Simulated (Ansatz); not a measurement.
A made-up structure of MgSiH3O, doublet:

| atom | x (Å) | y (Å) | z (Å) |
| --- | --- | --- | --- |
| Mg1 | -1.6668 | -0.5723 | -0.7856 |
| O2 | -0.0838 | -0.1605 | -0.0348 |
| Si3 | 1.3604 | 0.0578 | 0.6491 |
| H4 | -3.1509 | -0.9562 | -1.4888 |
| H5 | 0.1861 | -0.7698 | -0.7397 |
| H6 | 1.2485 | 0.8365 | 1.9257 |

It is relaxed with PBE-D4/def2-SVP and then PBE0-D4/def2-TZVP (Ansatz 0.2.0). Atoms count as bonded within 1.22 times the sum of their covalent radii (H–H: 0.88 Å). The end point is not checked to be a true minimum.

Question: Does its bonding change? (Judge from chemistry; the calculation decides.)

Answer: By the calculation: Yes. Formed: Mg1–Si3, Mg1–H6; broken: Mg1–H5.

Where it ends: The first stage lowers the energy by 2.79 eV in 18 steps. It ends as MgSiH₃O ([H]1[MgH]2[OH][Si]12):
```xyz
6
angstrom
Mg -1.3705 -0.2805 -0.0899
O 0.4796 -0.4168 -0.7256
Si 1.0630 -0.0867 0.9893
H -2.9816 -0.4915 -0.5639
H 0.9990 -1.0579 -1.2113
H -0.2961 0.7689 1.1272
```

Labels in which every atom is bracketed show which atoms are joined, not bond orders.

For scale, one of the runs: PBE0-D4/def2-TZVP relaxation, 118 basis functions, launched by `ansatz run in.yaml --threads 2 --pin off --events-out ev --progress --plain --max-ram 4352MiB`. Hardware: 2 CPU threads of an Arm Neoverse V2, shared host. Wall time about 27 s.
